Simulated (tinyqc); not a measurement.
ROHF in the sto-3g basis, for NH, spin multiplicity 3, step by step. This run ends on a higher stationary point, not on the lowest solution. Computed by tinyqc, a small Python program that keeps every step (integrals from PySCF). Settings: charge = 0, multiplicity = 3, basis = sto-3g, energy threshold = 1e-10, iteration cap = 74, orthogonalisation = symmetric, start = core, DIIS depth = 0, method = ROHF. Command: `OMP_NUM_THREADS=1 python tinyqc.py 21062 21063 out.jsonl` (the two numbers bound the seeds that draw the settings). One thread of a shared host (Intel(R) Xeon(R) Processor @ 2.60GHz), about 0.1 s of CPU time with the checks.

Geometry (angstrom):
```
atom,x,y,z
N,0.00000,0.00000,0.00000
H,0.00000,0.00000,1.89900
```

Stop when the energy changes by less than 1e-10 hartree and every element of the error matrix X^T (F D S - S D F) X is below 3e-06.

Course of the cycle:
```
iteration,E (hartree),change,largest element of the error matrix
1,-53.6082790,-,1.99e-01
2,-53.7087324,-1.00e-01,1.85e-01
3,-53.6581348,5.06e-02,1.58e-01
4,-53.6482294,9.91e-03,1.43e-01
5,-53.6404917,7.74e-03,1.44e-01
6,-53.6469880,-6.50e-03,1.42e-01
7,-53.6403805,6.61e-03,1.44e-01
8,-53.6470313,-6.65e-03,1.42e-01
9,-53.6403757,6.66e-03,1.44e-01
10,-53.6470367,-6.66e-03,1.42e-01
11,-53.6403751,6.66e-03,1.44e-01
12,-53.6470373,-6.66e-03,1.42e-01
13,-53.6403751,6.66e-03,1.44e-01
14,-53.6470373,-6.66e-03,1.42e-01
...,...,...,...
61,-53.8176592,3.30e-02,2.11e-01
62,-53.8507069,-3.30e-02,3.70e-01
63,-53.8176592,3.30e-02,2.11e-01
64,-53.8507069,-3.30e-02,3.70e-01
65,-53.8176592,3.30e-02,2.11e-01
66,-53.8507069,-3.30e-02,3.70e-01
67,-53.8176592,3.30e-02,2.11e-01
68,-53.8507069,-3.30e-02,3.70e-01
69,-53.8176592,3.30e-02,2.11e-01
70,-53.8507069,-3.30e-02,3.70e-01
71,-53.8176592,3.30e-02,2.11e-01
72,-53.8507069,-3.30e-02,3.70e-01
73,-53.8176592,3.30e-02,2.11e-01
74,-53.8507069,-3.30e-02,3.70e-01
```

Can the last value be used, and what does the course show?

Not by the stop rule. Not converged within the cap of 74 iterations: the residual has stopped falling: the iteration swings between two states. Reruns (cap 100 unless said): DIIS 8: converged in 10 to a higher stationary point; atomic densities as start, DIIS 8: converged in 7; the original settings with a cap of 400: not converged. PySCF ROHF in the same basis = -54.0620511 hartree.
